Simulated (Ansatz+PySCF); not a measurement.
## singlet C3H4: levels of theory in one basis

```xyz
7

C     0.0041   -0.0461   -0.8360
C     0.0048    0.6182    0.5376
C    -0.0233   -0.6352    0.5402
H     0.9177   -0.0452   -1.4851
H    -0.9363    0.0011   -1.5106
H    -0.0119    1.5460    1.0202
H     0.0123   -1.5700    0.9971
```

Basis set: def2-SVP (spherical functions). Left uncorrelated: 3 orbitals. Charge 0, multiplicity 1.

Computed with Ansatz (development build ahead of 0.2.0); each method stands on the lowest determinant of its kind that the runs found. NEVPT2 correlates all electrons. Active spaces start from the frontier orbitals, and the lowest solution found is given.

```
        method  E − E(RHF) (eV)  <S²> of the determinant
           RHF             0.00                     0.00
      RHF-CCSD           -11.67                        –
   RHF-CCSD(T)           -12.10                        –
   CASSCF(2,2)            -0.69                        –
SC-NEVPT2(2,2)           -11.17                        –
```

What does RHF-MP2 give on the same scale?

-10.86 eV.

Is a single determinant a sound starting point here?

By this sign, yes. Unrestricted orbitals gain 0.00 eV and <S²> is 0.00 against 0.00 for a pure state. The CASSCF(2,2) natural occupations are 1.93, 0.07.
